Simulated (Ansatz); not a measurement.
A nudged elastic band was laid between two geometries of BH7Si (9 atoms, charge 0, multiplicity 1).

The calculation used RKS B3LYP-D4/def2-TZVP (Ansatz 0.2.0).

```json
{"movable images": "7", "climbing image": "yes", "spring": "0.1 eV/Å²", "optimiser": "quadratic models (default)", "start path": "through a guess of the saddle point", "force threshold": "0.05 eV/Å", "iteration limit": "60", "end points": "relaxed"}
```

Image 0:

```xyz
9
Properties=species:S:1:pos:R:3
B -0.094 -0.062 0.308
H 0.561 0.731 0.913
H 0.588 -0.698 -0.470
H -1.140 0.247 -0.176
Si 0.190 -2.200 0.828
H -0.381 -2.875 -0.349
H 1.654 -2.287 0.950
H -0.398 -2.834 2.037
H -0.505 -0.813 1.289
```

Image 8:

```xyz
9
Properties=species:S:1:pos:R:3
B -0.112 -0.370 0.181
H 0.147 0.651 0.999
H 0.691 -0.070 -0.646
H -1.269 -0.121 0.036
Si 0.139 -2.304 0.757
H -0.297 -3.129 -0.394
H 1.551 -2.648 1.065
H -0.679 -2.683 1.937
H 0.306 -0.114 1.395
```

Question: What changes between the two ends?

Answer: Bonds broken: Si5–H9.

Question: What energy profile does the band end with?

Answer: It converged. The highest image is number 6 of 0 to 8, 0.45 eV above the first end and 0.02 eV above the last; the last end lies 0.42 eV above the first. Another band between the same ends (7 images) ends at a top of the same energy, where a vibrational analysis finds 1 clearly imaginary mode. The orbitals stay closed-shell, which can raise the energy where a bond breaks towards radicals; this wasn't checked here.

```json
{"image": "0", "path coordinate (Å)": "0.00", "energy (eV)": "0.00", "Si5–H9 (Å)": "1.62"}
{"image": "1", "path coordinate (Å)": "0.33", "energy (eV)": "0.01", "Si5–H9 (Å)": "1.61"}
{"image": "2", "path coordinate (Å)": "0.66", "energy (eV)": "0.03", "Si5–H9 (Å)": "1.60"}
{"image": "3", "path coordinate (Å)": "1.02", "energy (eV)": "0.05", "Si5–H9 (Å)": "1.59"}
{"image": "4", "path coordinate (Å)": "1.38", "energy (eV)": "0.07", "Si5–H9 (Å)": "1.59"}
{"image": "5", "path coordinate (Å)": "1.74", "energy (eV)": "0.25", "Si5–H9 (Å)": "1.76"}
{"image": "6", "path coordinate (Å)": "2.10", "energy (eV)": "0.45", "Si5–H9 (Å)": "2.05"}
{"image": "7", "path coordinate (Å)": "2.24", "energy (eV)": "0.43", "Si5–H9 (Å)": "2.18"}
{"image": "8", "path coordinate (Å)": "2.37", "energy (eV)": "0.42", "Si5–H9 (Å)": "2.29"}
```

Question: What is the geometry of the highest image?

Answer: 
```xyz
9
Properties=species:S:1:pos:R:3
B -0.119 -0.291 0.211
H 0.161 0.653 1.007
H 0.686 -0.127 -0.652
H -1.297 -0.175 0.084
Si 0.145 -2.256 0.758
H -0.284 -3.020 -0.434
H 1.555 -2.599 1.063
H -0.689 -2.667 1.914
H 0.317 -0.308 1.378
```

The band took 14 iterations and of the order of 3 core-minutes.

Time of the run: 62 s on 4 threads of Intel(R) Xeon(R) Platinum 8488C (Sapphire Rapids) (shared host), peak memory 0.2 GiB.
